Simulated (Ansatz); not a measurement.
# C2H2O: taking an electron away

One table from this session's results is given with a row withheld; the runs are named, their logs left out.

Computed with Ansatz 0.2.0, Gaussian basis. Level: unrestricted cation, the program's frozen cores in correlated methods.

Levels to be run: UKS PBE-D4/def2-TZVPP; UKS r2SCAN-D4/def2-TZVPP; UKS PBE0-D4/def2-TZVPP; UKS B3LYP-D4/def2-TZVPP; UKS wB97X-V/def2-TZVPP; UKS wB97M-V/def2-TZVPP; UKS B2PLYP/def2-TZVPP; UHF-CCSD(T)/def2-TZVPP; UHF-MP2/def2-QZVPP; extrapolation to the limit; then −ε(HOMO) from the neutral's earlier runs with LDA (SPW92), PBE-D4, revPBE-D4, BLYP-D4, r2SCAN-D4, B97M-V, PBE0-D4, B3LYP-D4, r2SCANh-D4, r2SCAN0-D4, HSE06-D4, BHLYP-D4, CAM-B3LYP-D4, LC-ωPBE, ωB97X-V, ωB97M-V.

1 further run of the same task is left out (it didn't finish).

### The geometry

The geometry comes from an earlier relaxation with PBE0-D4 in a triple-zeta def2 set; it is a stationary point.

5 atoms, charge 0, spin multiplicity 1.

Atoms are counted from 1 here; the program's logs count them from 0.

Bond lengths: C1–C2 1.348 Å, C1–O3 1.262 Å, C1–H4 1.091 Å, C2–H5 1.086 Å. Angles: C2–C1–O3 90.8°, C2–C1–H4 141.0°, O3–C1–H4 127.7°, C1–C2–H5 122.3°.

As a file:

```mol
C2H2O
  3D, bonds by distance, orders not assigned

  5  4  0  0  0  0  0  0  0  0999 V2000
   -0.4167   -0.2653   -0.1899 C   0  0
    0.2610    0.6904    0.4759 C   0  0
    0.2546   -1.1666    0.3840 O   0  0
   -1.2748   -0.3916   -0.8510 H   0  0
    1.2259    1.0593    0.1396 H   0  0
  1  2  8  0
  1  3  8  0
  1  4  8  0
  2  5  8  0
M  END
```

Set-up of the first run:

File in.yaml:

```yaml
crystal:
  periodic: [false, false, false]
  atoms:
    - {symbol: C, position_ang: [-0.416670, -0.265255, -0.189918]}
    - {symbol: C, position_ang: [0.261004, 0.690431, 0.475868]}
    - {symbol: O, position_ang: [0.254570, -1.166577, 0.384047]}
    - {symbol: H, position_ang: [-1.274781, -0.391553, -0.850994]}
    - {symbol: H, position_ang: [1.225877, 1.059253, 0.139597]}
basis:
  gaussian: {orbitals: def2-TZVPP}
total_charge: 1
magnetization: {spin_polarized: true, initial_magnetization: 1}
hamiltonian: {xc: pbe, dispersion: d4}
```

Command:

```sh
> ansatz run in.yaml --threads 2 --pin off --events-out ev --progress --plain --max-ram 4352MiB
```

Steps of the session up to this table: Cation, UKS PBE-D4/def2-TZVPP; Cation, UKS r2SCAN-D4/def2-TZVPP; Cation, UKS PBE0-D4/def2-TZVPP; Cation, UKS B3LYP-D4/def2-TZVPP; Cation, UKS wB97X-V/def2-TZVPP; Cation, UKS wB97M-V/def2-TZVPP; Cation, UKS B2PLYP (frozen core)/def2-TZVPP; Cation, UHF-CCSD(T)/def2-TZVPP; Cation, UHF-MP2/def2-QZVPP.

One of the session's tables, all rows but one given; the rest of the session is left out.

Orbital estimates, from the neutral's runs:

| functional | −ε(HOMO) (eV) |
| --- | --- |
| LDA (SPW92) | 5.80 |
| PBE-D4 | 5.64 |
| revPBE-D4 | ? |
| BLYP-D4 | 5.55 |
| r2SCAN-D4 | 5.88 |
| B97M-V | 5.97 |
| PBE0-D4 | 6.93 |
| B3LYP-D4 | 6.74 |
| r2SCANh-D4 | 6.36 |
| r2SCAN0-D4 | 7.09 |
| HSE06-D4 | 6.52 |
| BHLYP-D4 | 8.15 |
| CAM-B3LYP-D4 | 8.34 |
| LC-ωPBE | 9.68 |
| ωB97X-V | 9.31 |
| ωB97M-V | 9.21 |

Estimate the missing values for revPBE-D4.

**Answer.** −ε(HOMO) (eV): 5.59. In the column «−ε(HOMO) (eV)» it lies between BLYP-D4 (5.55) and PBE-D4 (5.64).
